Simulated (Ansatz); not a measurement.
Born–Oppenheimer molecular dynamics of CH₄BF (7 atoms, charge 0, multiplicity 1). It goes on from the last frame of an earlier run, with new velocities.

Level of theory: Ansatz 0.2.0, RKS B3LYP-D4/def2-SVP.

```
ensemble                      : NVE (velocity Verlet)
time step                     : 0.5 fs
steps asked                   : 150
starting velocities drawn for : 500 K
seed                          : 853040
```

First frame:

```xyz
7
Properties=species:S:1:pos:R:3
C -0.562 0.345 -0.195
B 0.776 -0.417 0.093
F 0.997 -1.643 -0.250
H -1.035 0.122 -1.114
H -0.452 1.491 -0.021
H -1.367 0.096 0.494
H 1.730 0.084 0.738
```

(1) How far do the bonds stretch over the last three quarters of this one trajectory? (Pairs bonded in most of those frames.)

## Answers

(1) 
```
 bond  mean (Å)  spread (Å)  shortest  longest
C1–B2     1.562       0.055      1.48     1.65
C1–H4     1.116       0.038      1.06     1.17
C1–H5     1.106       0.039      1.04     1.17
C1–H6     1.108       0.019      1.08     1.14
B2–F3     1.330       0.020      1.30     1.36
B2–H7     1.212       0.028      1.17     1.26
```

Mean temperature of the second half: 450 K. The conserved energy stayed within 0.34 meV per atom of its start (net change -0.062 meV per atom), so the integration is sound. A run of 0.075 ps of so small a system gives no equilibrium averages.

Time of the run: 2.6 min on 1 CPU thread of a shared host.
